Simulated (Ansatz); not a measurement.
# C2H4OS: the cost of one run

Method: the settings change from run to run; program: Ansatz 0.2.0, Gaussian basis.

**1. The geometry**

The structure was relaxed beforehand with PBE0-D4 in a triple-zeta def2 set.

SMILES `CC(O)=S`, 8 atoms, charge 0, spin multiplicity 1.

Atoms are counted from 1 here; the program's logs count them from 0.

Bond lengths: C1–C2 1.488 Å, C1–H5 1.094 Å, C1–H6 1.094 Å, C1–H7 1.085 Å, C2–O3 1.331 Å, C2–S4 1.627 Å, O3–H8 0.969 Å. Angles: C2–C1–H5 109.4°, C2–C1–H6 109.4°, C2–C1–H7 111.0°, H5–C1–H6 107.0°, H5–C1–H7 110.0°, H6–C1–H7 110.0°, C1–C2–O3 111.2°, C1–C2–S4 126.1°, O3–C2–S4 122.7°, C2–O3–H8 107.1°.

**2. RPBE/def2-mTZVP**

This run has charge +1, multiplicity 2, high accuracy.

File in.yaml:

```yaml
crystal:
  periodic: [false, false, false]
  atoms:
    - {symbol: C, position_ang: [0.140526, 0.959094, -0.063273]}
    - {symbol: C, position_ang: [-0.070079, -0.507506, -0.199488]}
    - {symbol: O, position_ang: [-0.071266, -1.105456, 0.990068]}
    - {symbol: S, position_ang: [-0.277172, -1.320863, -1.593522]}
    - {symbol: H, position_ang: [1.088790, 1.143667, 0.449433]}
    - {symbol: H, position_ang: [-0.649608, 1.382583, 0.563254]}
    - {symbol: H, position_ang: [0.143176, 1.442775, -1.034968]}
    - {symbol: H, position_ang: [-0.212268, -2.051294, 0.832698]}
basis:
  gaussian: {orbitals: def2-mTZVP}
total_charge: 1
magnetization: {spin_polarized: true, initial_magnetization: 1}
hamiltonian: {xc: {name: RPBE}}
accuracy: high
output: {forces: true}
```

Launch:

```bash
$ ansatz run in.yaml --threads 2 --pin off --events-out ev --progress --plain --max-ram 4352MiB
```

What time and memory should one allow on 2 threads of Arm Neoverse V1, shared host?

About 8 s, with a peak of 0.29 GiB.
